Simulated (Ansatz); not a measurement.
The inner images of a band of AlH$_{5}$O (7 atoms, charge 0, multiplicity 1) are given out of order.

All numbers below come from RKS PBE0-D4/def2-mTZVP (Ansatz 0.2.0).

Initial state:

```xyz
7
Properties=species:S:1:pos:R:3
Al 0.040 0.039 0.097
H -0.059 0.613 1.593
H 1.401 0.253 -0.705
H -1.323 -0.120 -0.736
O 0.137 -1.925 0.653
H -0.648 -2.389 0.335
H 0.123 -1.996 1.617
```

Final state:

```xyz
7
Properties=species:S:1:pos:R:3
Al 0.040 -0.578 -0.364
H -0.068 0.262 2.143
H 1.426 0.160 -0.532
H -1.373 0.134 -0.498
O 0.127 -2.263 -0.113
H -0.663 -2.803 -0.033
H 0.183 -0.436 2.250
```

Task: Put them in order from the first end to the last, with their energies above the first end.
A.
```xyz
7
Properties=species:S:1:pos:R:3
Al 0.042 -0.075 -0.008
H -0.022 0.103 1.641
H 1.421 0.327 -0.674
H -1.372 0.058 -0.729
O 0.169 -1.963 0.635
H -0.600 -2.534 0.510
H 0.033 -1.441 1.479
```
B.
```xyz
7
Properties=species:S:1:pos:R:3
Al 0.050 -0.230 -0.087
H -0.010 -0.091 1.696
H 1.421 0.340 -0.627
H -1.382 0.097 -0.686
O 0.169 -1.974 0.574
H -0.601 -2.549 0.501
H 0.023 -1.118 1.484
```
C.
```xyz
7
Properties=species:S:1:pos:R:3
Al 0.055 -0.445 -0.255
H -0.014 -0.050 1.884
H 1.408 0.323 -0.546
H -1.372 0.149 -0.615
O 0.180 -2.098 0.236
H -0.621 -2.604 0.392
H 0.035 -0.800 1.757
```
D.
```xyz
7
Properties=species:S:1:pos:R:3
Al 0.053 -0.355 -0.162
H -0.010 -0.119 1.773
H 1.410 0.346 -0.588
H -1.379 0.123 -0.653
O 0.181 -2.028 0.418
H -0.610 -2.571 0.457
H 0.026 -0.921 1.610
```
E.
```xyz
7
Properties=species:S:1:pos:R:3
Al 0.043 -0.535 -0.346
H -0.011 0.165 2.084
H 1.418 0.219 -0.538
H -1.376 0.149 -0.542
O 0.147 -2.208 -0.014
H -0.642 -2.739 0.114
H 0.093 -0.577 2.095
```
F.
```xyz
7
Properties=species:S:1:pos:R:3
Al 0.038 0.001 0.047
H -0.033 0.356 1.622
H 1.405 0.294 -0.714
H -1.347 -0.006 -0.755
O 0.155 -1.944 0.647
H -0.604 -2.498 0.420
H 0.058 -1.728 1.587
```
G.
```xyz
7
Properties=species:S:1:pos:R:3
Al 0.050 -0.495 -0.316
H -0.015 0.052 1.997
H 1.414 0.272 -0.537
H -1.372 0.162 -0.575
O 0.164 -2.155 0.086
H -0.625 -2.667 0.275
H 0.056 -0.694 1.923
```

Result: F (+5.5 kJ/mol), A (+27.9 kJ/mol), B (+69.8 kJ/mol), D (+28.9 kJ/mol), C (-8.9 kJ/mol), G (-23.4 kJ/mol), E (-27.9 kJ/mol).

Time of the run: 2.5 min on 1 thread of Arm Neoverse N1, on a shared host, peak memory 0.11 GiB.
